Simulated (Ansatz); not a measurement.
System: trichloroborane, BCl₃, net charge 0, singlet state. 
Structure (B3LYP-D3(BJ)/def2-TZVP (Ansatz, a first-principles code) minimum search):
```
B
Cl 1 1.7452
Cl 1 1.7452 2 120.00
Cl 1 1.7452 2 120.00 3 -180.00
```

Atomisation energy built up term by term with Ansatz (kcal/mol; UHF references for open shells; valence terms freeze the core; atomic spin-orbit terms are left out). CBS(X,Y): correlation extrapolated as X^-3; Hartree-Fock from the larger set.

```
term                                            basis    kcal/mol
-----------------------  ----------------------------  ----------
Hartree-Fock                              cc-pV(Q+d)Z  (withheld)
CCSD correlation         CBS(cc-pV(T+d)Z,cc-pV(Q+d)Z)       69.44
(T)                      CBS(cc-pV(T+d)Z,cc-pV(Q+d)Z)  (withheld)
core correlation                            cc-pwCVTZ        1.79
scalar relativity (X2C)    cc-pVTZ-DK against cc-pVTZ       -0.69
sum: De                                                (withheld)
```

Task: What belongs in the gaps?

Result: 
- Hartree-Fock, kcal/mol: 244.44
- (T), kcal/mol: 9.78
- sum: De, kcal/mol: 324.8
